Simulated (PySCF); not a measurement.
## Molecular orbitals of PS

CAM-B3LYP at R = 1.897 Å; basis P def2-TZVPP, S def2-TZVPP; no relativity; PySCF 2.14. State: ²Π (doublet), unpaired electrons π ↑. Only the outer orbitals are listed, counted within each symmetry.

```json
{"spin": "α", "orbital": "7σ", "occ.": "1", "ε (eV)": "-23.20", "on P (%)": "34", "main shells (%)": "62 S s, 27 P s"}
{"spin": "α", "orbital": "8σ", "occ.": "1", "ε (eV)": "-16.63", "on P (%)": "58", "main shells (%)": "55 P s, 28 S s, 13 S p"}
{"spin": "α", "orbital": "9σ", "occ.": "1", "ε (eV)": "-11.05", "on P (%)": "50", "main shells (%)": "46 S p, 36 P p, 13 P s"}
{"spin": "α", "orbital": "3π", "occ.": "1", "ε (eV)": "-10.99", "on P (%)": "39", "main shells (%)": "60 S p, 38 P p"}
{"spin": "α", "orbital": "3π", "occ.": "1", "ε (eV)": "-10.45", "on P (%)": "36", "main shells (%)": "63 S p, 33 P p"}
{"spin": "α", "orbital": "4π", "occ.": "1", "ε (eV)": "-6.95", "on P (%)": "62", "main shells (%)": "60 P p, 36 S p"}
{"spin": "α", "orbital": "4π", "occ.": "0", "ε (eV)": "-2.42", "on P (%)": "66", "main shells (%)": "65 P p, 32 S p"}
{"spin": "α", "orbital": "10σ", "occ.": "0", "ε (eV)": "1.90", "on P (%)": "83", "main shells (%)": "83 P p, 32 S p"}
{"spin": "α", "orbital": "11σ", "occ.": "0", "ε (eV)": "5.65", "on P (%)": "56", "main shells (%)": "38 P p, 34 S d, 16 P s"}
{"spin": "β", "orbital": "7σ", "occ.": "1", "ε (eV)": "-22.92", "on P (%)": "33", "main shells (%)": "62 S s, 25 P s"}
{"spin": "β", "orbital": "8σ", "occ.": "1", "ε (eV)": "-15.78", "on P (%)": "56", "main shells (%)": "53 P s, 27 S s, 16 S p"}
{"spin": "β", "orbital": "9σ", "occ.": "1", "ε (eV)": "-10.71", "on P (%)": "54", "main shells (%)": "44 S p, 36 P p, 17 P s"}
{"spin": "β", "orbital": "3π", "occ.": "1", "ε (eV)": "-10.37", "on P (%)": "33", "main shells (%)": "65 S p, 30 P p"}
{"spin": "β", "orbital": "3π", "occ.": "1", "ε (eV)": "-9.82", "on P (%)": "30", "main shells (%)": "68 S p, 27 P p"}
{"spin": "β", "orbital": "4π", "occ.": "0", "ε (eV)": "-2.20", "on P (%)": "69", "main shells (%)": "67 P p, 30 S p"}
{"spin": "β", "orbital": "4π", "occ.": "0", "ε (eV)": "-1.44", "on P (%)": "71", "main shells (%)": "70 P p, 27 S p"}
{"spin": "β", "orbital": "10σ", "occ.": "0", "ε (eV)": "2.09", "on P (%)": "85", "main shells (%)": "85 P p, 32 S p"}
```

Which are the highest filled and the lowest empty level, where do they sit, and how wide is the gap?

Highest filled α 4π at -6.95 eV (in %: 60 P p, 36 S p); lowest empty α 4π at -2.42 eV (in %: 65 P p, 32 S p); the gap at CAM-B3LYP is 4.53 eV. Both belong to one degenerate shell, split only by its one-sided filling, so this is no excitation gap.

| Quantity | Value |
| --- | --- |
| bond order (Mayer) | 2.32 |
| ⟨S²⟩ | 0.757 |
| charge on P (Mulliken, basis-dependent) | 0.13 |
| charge on P (Löwdin, basis-dependent) | -0.04 |
| dipole moment (positive dipole means P(−)S(+)) | -0.78 D |
| polarisability along the bond | 57.2 bohr³ |
| polarisability across the bond | 25.4 bohr³ |

The state is the lowest determinant that a PBE0 search found; another state may lie lower at other levels.
